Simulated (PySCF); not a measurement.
Hydrogen fluoride, FH, SMILES F, point group C∞v.

Level: B3LYP/pcJ-1 in PySCF (density fitting, grid level 2); geometry and Hessian at that level, cubic constants and property derivatives from steps of ±0.6 along each species' dimensionless normal coordinates, second-order vibrational perturbation theory. The parent has the commonest isotopes.

Equilibrium geometry (Å):

| atom | x | y | z |
| --- | --- | --- | --- |
| F1 | 0.4653 | -0.0107 | -0.0125 |
| H2 | -0.4543 | 0.0157 | -0.0441 |

Question: Give the equilibrium and ground-state rotational constants (MHz) of parent; ²H at 2.

Answer: 
| species | Be | B0 | harmonic ZPE (cm⁻¹) |
| --- | --- | --- | --- |
| parent | 623140 | 610750 | 2051 |
| ²H at 2 | 327490 | 322810 | 1487 |

Question: And its quartic centrifugal distortion constants from the harmonic force field?

Answer: Linear top: D = 64000 kHz.
